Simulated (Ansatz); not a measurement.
I need a relaxed scan of one distance of AlClH2N, SMILES [NH2][Al][Cl]. Use Ansatz 0.2.0, Python API. Level of theory (for the species named): PBE, def2-SVP basis, multiplicity 2.

```xyz
5

N    -0.8795    0.2792   -0.2520
Al    0.2080   -0.4634    1.0532
Cl    2.0565   -1.4511    0.4262
H    -0.8882    1.3591   -0.0664
H    -0.4469    0.2025   -1.2024
```

Script `relaxed_scan.py`:
```python
# -*- coding: utf-8 -*-
import ansatz as az
from ase import Atoms
import numpy as np


def main():
    atoms = Atoms(["N", "Al", "Cl", "H", "H"], positions=[
        (-0.8795, 0.2792, -0.252),
        (0.208, -0.4634, 1.0532),
        (2.0565, -1.4511, 0.4262),
        (-0.8882, 1.3591, -0.0664),
        (-0.4469, 0.2025, -1.2024),
    ])
    molecule = az.Crystal.molecule_from_ase(atoms)

    calc = molecule.calculation().basis(gaussian="def2-SVP").functional("pbe").spin("collinear", total=1)
    symbols = [site.symbol for site in molecule.cartesian_sites]
    pairs = [(0, 1), (0, 3), (0, 4), (1, 2)]
    print("held (A)   E (eV)        ", "  ".join(f"{symbols[i]}{i}-{symbols[j]}{j}" for i, j in pairs))
    for length in [1.01, 1.1, 1.18, 1.31, 1.48]:
        rep = calc.relax(constraints=[az.DistanceConstraint((0, 3), at=length)], force_tolerance=0.02, max_steps=60).run().report
        xyz = np.array(rep["positions_ang"])
        print(f"{length:6.2f} {rep['free_energy_ev']:14.5f}  ", "  ".join(f"{np.linalg.norm(xyz[i] - xyz[j]):.3f}" for i, j in pairs))


if __name__ == "__main__":
    main()
```

```console
$ python relaxed_scan.py
held (A)   E (eV)         N0-Al1  N0-H3  N0-H4  Al1-Cl2
DeckWarning: relax.constraints: the input's atoms, or those drawn, lie off the distances that are held; a relaxation that starts there is brought onto them ahead of its first SCF, by positions alone, [...]
  1.01   -20625.94698   1.787  1.010  1.025  2.139
  1.10   -20625.84036   1.785  1.100  1.025  2.140
  1.18   -20625.56241   1.784  1.180  1.025  2.140
  1.31   -20624.93569   1.786  1.310  1.026  2.140
  1.48   -20624.04875   1.814  1.480  1.032  2.142
```
(Warnings from the package without file and line, shortened, repeats left out.)

Caveats:
- Total energies depend on the basis set; only differences at equal settings carry meaning.
- The energies are electronic: no zero-point or thermal terms, and the basis set is short of its limit.
- The run takes the species as open-shell (spin multiplicity 2), which needn't be its ground state.
- Finished in 2.1 min on 1 thread of Arm Neoverse V1 (shared host), peak memory 0.22 GiB.
